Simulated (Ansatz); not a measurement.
Stepwise reaction of `F[SiH2]F` with hydrogen fluoride, as a gas-phase model of exchange steps in deposition or etching. ΔE in kJ/mol; ΔG adds harmonic PBE0-D4 terms to CCSD(T)/CBS, at 1 bar.

Gas-phase electronic energies from Ansatz, PBE0-D4/def2-TZVP geometries. CCSD(T)/CBS adds triple-zeta CCSD(T) − MP2 to the extrapolated MP2 energy (def2 sets, frozen cores). This one scheme is used for every species. Functionals use def2-TZVPP. B3LYP here is the variant with VWN-RPA as its local correlation; programs differ in this.

```tsv
step	reaction	PBE-D4	B3LYP-D4	ωB97M-V	CCSD(T)/CBS	ΔG(600 K)
2	`F[SiH](F)F` + H–F → `F[Si](F)(F)F` + H₂	-114.8	-123.1	-125.0	-123.4	-112.7
```

(1) Give the row of step 1, `F[SiH2]F` + H–F → `F[SiH](F)F` + H₂. (Best estimate.)

(2) By hand: ΔE of the 2 steps together at CCSD(T)/CBS.

Answers

(1) Ansatz gave: 
```
step                              reaction  PBE-D4  B3LYP-D4  ωB97M-V  CCSD(T)/CBS  ΔG(600 K)
   1  `F[SiH2]F` + H–F → `F[SiH](F)F` + H₂  -133.2    -140.5   -142.0       -139.4     -133.6
```

(2) (-139.4) + (-123.4) = -262.8 kJ/mol, or -131.4 kJ/mol a step.

In ΔE each step is higher than the one before. All are downhill at CCSD(T)/CBS. ΔG lies between -133.6 and -112.7 kJ/mol a step. PBE-D4 differs from CCSD(T)/CBS by 6.2 to 8.6 kJ/mol a step. Isolated molecules leave out the surface, adducts and barriers. Largest T1 diagnostic: 0.012.
